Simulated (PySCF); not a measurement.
**Heteronuclear NMR**

Structure with atom numbers: `[CH3:1][CH:2]([CH3:3])[C:4]#[N:5]`. Each H is labelled by its parent atom.

PySCF calculation with B3LYP/pcJ-2 coupling constants (spin–dipole term only in couplings to heteroatoms), geometry from PBE0-D3(BJ)/def2-TZVP and shielding tensors at B97-2/pcSseg-2 (GIAO); non-relativistic, averaged over atoms made equivalent by symmetry, fast rotation or ring inversion, a single conformation, in vacuum.

Where does $^{15}$N resonate?

## Answers


| atoms | environment | σ (ppm) | δ (ppm) |
| --- | --- | --- | --- |
| N5 | nitrile nitrogen | -24.2 | -127.5 |

Shieldings were converted by a linear fit to measured shifts: $^{15}$N (scatter 6.4 ppm rms vs CH3NO2, solution or neat liquid). Occasional misses reach two or three times the rms, and more in compound classes unlike the fitted ones. Couplings are scaled by factors fitted to measured values: $^{3}J$(H,H) × 0.89 (rms 0.5 Hz), $^{2}J$(H,H) × 0.91 (rms 0.8 Hz); all others are unscaled and can be 10–30 % off.

Couplings (the largest are listed; each averaged over equivalent pairs): $^{1}J$(C4,N5) = -17.8 Hz, $^{2}J$(C2,N5) = 3.3 Hz, $^{3}J$(N5,H(C2)) = -1.5 Hz. Signs are for $^{15}$N, whose magnetogyric ratio is negative.

On a 600 MHz spectrometer $^{15}$N resonates near 60.8 MHz, so 1 ppm is 60.8 Hz.
